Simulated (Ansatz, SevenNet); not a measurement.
For antifluorite Mg2Sn, the machine-learned potential SevenNet-0 (trained on PBE and PBE+U data) gives:

- lattice constant a = 6.815 Å
- elastic constant C11 = 53.2 GPa
- elastic constant C44 = 17.3 GPa
- Voigt–Reuss–Hill shear modulus = 15.0 GPa
- formation enthalpy = -0.190 eV/atom

Question: What does HSE06 (Ansatz, an electronic-structure program, plane waves, PAW) give for the same quantities?

Answer: 
- lattice constant a: 6.766 Å (falls by 0.7 %)
- elastic constant C11: 85.9 GPa (grows by 61 %)
- elastic constant C44: 38.3 GPa (rises by 120 %)
- Voigt–Reuss–Hill shear modulus: 35.0 GPa (increases by 130 %)
- formation enthalpy: -0.276 eV/atom (moves by -0.086 eV/atom)

For comparison: lattice constant a 6.766 Å (measured, temperature not stated, no zero-point or thermal correction; as tabulated in Freccero, Grin, Wagner, Dalton Trans. (2023), ESI).

Changes are worked out from the printed values.

Unless a cell is named, each level is at its own relaxed cell (SevenNet-0 26.38, HSE06 25.81 Å³/atom).

Levels without +SOC leave out spin–orbit coupling, which shifts energies and cells of such heavy elements.

Caveats: exact exchange on metals is sensitive to the k mesh and can open a false gap (HSE06); the run warned that the count of filled bands differs between k points (HSE06). Ansatz's density-functional and Hartree–Fock values are scalar-relativistic unless marked +SOC, with PAW data made under PBE.
